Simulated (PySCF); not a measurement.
**Telling isomers of C8H6N2 apart by NMR**

Rapidly exchanging positions averaged, one computed conformer, non-relativistic, in vacuum. σ from GIAO-PBE0/pcSseg-1; B3LYP/pcJ-1 coupling constants (spin–dipole term left out of most H,H and C,H couplings); PBE0-D3(BJ)/def2-SVP geometry; PySCF.

References, each an isolated molecule treated in the same way: 1H (σ = 31.27 ppm) and 13C (σ = 184.41 ppm) against TMS. Multiplet labels drop J under 1 Hz and among equivalent protons, and merge close values. Unscaled 3J(H,H) run several per cent high. Shifts are as computed. Against solution values, carbons near 30 ppm lie about +2 ppm off and those near 130 ppm about +5 ppm (rms about the fit 1.9 ppm; single classes can miss by 10 ppm). Of 1328 compounds with measured shifts, 309 miss one by over three times the rms of a fit or turn the order of signals round; such compounds aren't used in these exercises. Signals without a measured value on file couldn't be tested in this way; 1H shifts scatter by 0.2 ppm about their fit, and single ones miss by 0.5 ppm.

(1) Tabulate the signals of `c1cnc2ncccc2c1`, `c1ccc2cnncc2c1` and their relative energies.

(2) What is the quickest way to tell c1cnc2ncccc2c1 from c1ccc2cnncc2c1?

## Answers

(1) 
```json
{"SMILES": "c1cnc2ncccc2c1", "carbon types": "2×C 6×CH", "δC": "159.7, 158.6, 142.4, 126.5, 125.3", "δH": "9.40 (dd, 2H), 8.19 (dd, 2H), 7.46 (dd, 2H)", "E rel. (kcal/mol)": "0.0"}
{"SMILES": "c1ccc2cnncc2c1", "carbon types": "2×C 6×CH", "δC": "154.7, 137.0, 131.8, 128.0", "δH": "9.66 (s, 2H), 8.01 (m, 2H), 8.00 (m, 2H)", "E rel. (kcal/mol)": "20.2"}
```

Energies are electronic energies at PBE0/pcSseg-1 on these geometries, without zero-point or thermal terms, each for the one conformer computed, which needn't be the lowest.

(2) Count the carbon signals: 5 against 4. The first has a ring-fusion aromatic carbon (C) at 159.7 ppm, the second an aromatic CH at 137.0 ppm. Their most deshielded carbons lie at 159.7 and 154.7 ppm.
